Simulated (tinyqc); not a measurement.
Extended Hueckel theory, for N2, step by step. Computed by tinyqc, a small Python program that keeps every step (integrals from PySCF). Settings: charge = 0, K = 1.75, weighted = 1, multiplicity = 1. Command: `OMP_NUM_THREADS=1 python tinyqc.py 30546 30547 out.jsonl` (the two numbers bound the seeds that draw the settings). One thread of a shared host (Intel(R) Xeon(R) Processor @ 2.60GHz), about 0.01 s of CPU time with the checks.

## Overlaps

Geometry (angstrom):
```
atom         x         y         z
N     0.000000  0.000000  0.000000
N     0.000000  0.000000  1.270000
```

Parameters chosen for this run:
```
element  shell  Slater exponent   H_ii (eV)
N           2s         1.950000  -26.000000
N           2p         1.950000  -13.400000
```

Slater orbitals, each expanded in six Gaussians scaled to its exponent.

overlap S, order 1N 2s, 1N 2px, 1N 2py, 1N 2pz, 2N 2s, 2N 2px, 2N 2py, 2N 2pz:
```
[[1.000000, 0.000000, 0.000000, 0.000000, 0.347633, 0.000000, 0.000000, -0.370687],
 [0.000000, 1.000000, 0.000000, 0.000000, 0.000000, 0.197419, 0.000000, 0.000000],
 [0.000000, 0.000000, 1.000000, 0.000000, 0.000000, 0.000000, 0.197419, 0.000000],
 [0.000000, 0.000000, 0.000000, 1.000000, 0.370687, 0.000000, 0.000000, -0.330193],
 [0.347633, 0.000000, 0.000000, 0.370687, 1.000000, 0.000000, 0.000000, 0.000000],
 [0.000000, 0.197419, 0.000000, 0.000000, 0.000000, 1.000000, 0.000000, 0.000000],
 [0.000000, 0.000000, 0.197419, 0.000000, 0.000000, 0.000000, 1.000000, 0.000000],
 [-0.370687, 0.000000, 0.000000, -0.330193, 0.000000, 0.000000, 0.000000, 1.000000]]
```

## Wolfsberg-Helmholz matrix

diagonal H_ii (eV): [-26.000000, -13.400000, -13.400000, -13.400000, -26.000000, -13.400000, -13.400000, -13.400000]

K = 1.750000

H_ij = K' S_ij (H_ii + H_jj)/2 for i != j (the diagonal keeps H_ii), with K' = K + D^2 + D^4 (1 - K), D = (H_ii - H_jj)/(H_ii + H_jj), K = 1.75.

H (eV), order 1N 2s, 1N 2px, 1N 2py, 1N 2pz, 2N 2s, 2N 2px, 2N 2py, 2N 2pz:
```
[[-26.000000, 0.000000, 0.000000, 0.000000, -15.817318, 0.000000, 0.000000, 13.468998],
 [0.000000, -13.400000, 0.000000, 0.000000, 0.000000, -4.629466, 0.000000, 0.000000],
 [0.000000, 0.000000, -13.400000, 0.000000, 0.000000, 0.000000, -4.629466, 0.000000],
 [0.000000, 0.000000, 0.000000, -13.400000, -13.468998, 0.000000, 0.000000, 7.743037],
 [-15.817318, 0.000000, 0.000000, -13.468998, -26.000000, 0.000000, 0.000000, 0.000000],
 [0.000000, -4.629466, 0.000000, 0.000000, 0.000000, -13.400000, 0.000000, 0.000000],
 [0.000000, 0.000000, -4.629466, 0.000000, 0.000000, 0.000000, -13.400000, 0.000000],
 [13.468998, 0.000000, 0.000000, 7.743037, 0.000000, 0.000000, 0.000000, -13.400000]]
```

## Orbitals

valence electrons = 10

Solve H C = S C e through S^(-1/2); fill by pairs from the bottom, a degenerate level sharing its electrons equally; each orbital has its largest coefficient positive (the first on a tie).

orbital energies (eV): [-31.164407, -21.225984, -15.056945, -15.056945, -13.623191, -10.927906, -10.927906, 19.472478]

occupations: [2.000000, 2.000000, 2.000000, 2.000000, 2.000000, 0.000000, 0.000000, 0.000000]

coefficients, order 1N 2s, 1N 2px, 1N 2py, 1N 2pz, 2N 2s, 2N 2px, 2N 2py, 2N 2pz:
```
[[0.591428, 0.592525, 0.000000, 0.000000, -0.228110, 0.000000, 0.000000, 0.875748],
 [0.000000, 0.000000, -0.416116, 0.494381, 0.000000, 0.789163, 0.014526, 0.000000],
 [0.000000, 0.000000, 0.494381, 0.416116, 0.000000, -0.014526, 0.789163, 0.000000],
 [0.055811, -0.387673, 0.000000, 0.000000, 0.635590, 0.000000, 0.000000, 0.968824],
 [0.591428, -0.592525, 0.000000, 0.000000, -0.228110, 0.000000, 0.000000, -0.875748],
 [0.000000, 0.000000, -0.416116, 0.494381, 0.000000, -0.789163, -0.014526, 0.000000],
 [0.000000, 0.000000, 0.494381, 0.416116, 0.000000, 0.014526, -0.789163, 0.000000],
 [-0.055811, -0.387673, 0.000000, 0.000000, -0.635590, 0.000000, 0.000000, 0.968824]]
```

sum of one-electron energies = -192.254946 eV

Within a degenerate level the vectors are fixed only up to a rotation; this is one choice.

## Mulliken analysis

P = C n C^T; charge = valence electrons (N 5) minus the sum of (P S)_ii on the atom; overlap population = 2 sum P_ij S_ij between two atoms.

charges: [0.000000, 0.000000]

Overlap populations:
```
pair     value
2-1   1.418331
```
